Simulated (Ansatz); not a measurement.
[SiH3]− (SMILES [H][Si-]([H])[H]): the energy, rung by rung

[SiH3]−: 4 atoms, total charge -1, spin state singlet. SMILES: `[H][Si-]([H])[H]`. Geometry: relaxed at GFN1-xTB.

```xyz
4

Si    0.0000    0.0000    0.0000
H     0.8568   -0.0338    0.0280
H    -0.3997    0.7591    0.0039
H    -0.4571   -0.7253   -0.0319
```

Each level gives the energy change with the Si1–H2 bond stretched from 0.858 to 2.145 Å (eV). The values are calculated.

```json
{"level": "revPBE/6-31G (restricted)", "kind": "GGA", "program": "Ansatz", "value (eV)": "-9.77", "less FCI/6-31G": "+0.10", "CPU time (all runs)": "1.2 s"}
{"level": "PBE0/6-31G (restricted)", "kind": "global hybrid", "program": "Ansatz", "value (eV)": "-9.57", "less FCI/6-31G": "+0.30", "CPU time (all runs)": "1.2 s"}
{"level": "r2SCAN0/6-31G (restricted)", "kind": "hybrid meta-GGA", "program": "Ansatz", "value (eV)": "-9.47", "less FCI/6-31G": "+0.40", "CPU time (all runs)": "2.8 s"}
{"level": "HSE06/6-31G (restricted)", "kind": "range-separated hybrid", "program": "Ansatz", "value (eV)": "-9.57", "less FCI/6-31G": "+0.30", "CPU time (all runs)": "1.6 s"}
{"level": "wB97M-V/6-31G (restricted)", "kind": "range-separated hybrid", "program": "Ansatz", "value (eV)": "-9.48", "less FCI/6-31G": "+0.39", "CPU time (all runs)": "15 s"}
{"level": "wB97X/6-31G (restricted)", "kind": "range-separated hybrid", "program": "Ansatz", "value (eV)": "-9.55", "less FCI/6-31G": "+0.32", "CPU time (all runs)": "5 s"}
{"level": "CCSDT(Q)/6-31G (restricted)", "kind": "coupled cluster or CI", "program": "Ansatz", "value (eV)": "-9.87", "less FCI/6-31G": "0.00", "CPU time (all runs)": "1 s"}
{"level": "FCI/3-21G", "kind": "exact in the basis", "program": "Ansatz", "value (eV)": "-9.87", "less FCI/6-31G": "0.00", "CPU time (all runs)": "2.4 s"}
{"level": "FCI/6-31G", "kind": "exact in the basis", "program": "Ansatz", "value (eV)": "-9.87", "less FCI/6-31G": "0.00", "CPU time (all runs)": "2.6 s"}
```

FCI/6-31G is exact within its basis and frozen core, so for wave-function methods in that basis the difference is their error; functionals converge differently with the basis, so for them it is only a difference. Sets without diffuse functions describe the anion poorly. The first shape isn't each level's own minimum. The values span -9.87 to -9.47 eV. All rows use very small basis sets, so even the best lies far from the true value. Times are those of the runs behind each value, whatever else they computed, on shared processors of several kinds: orders of magnitude only.
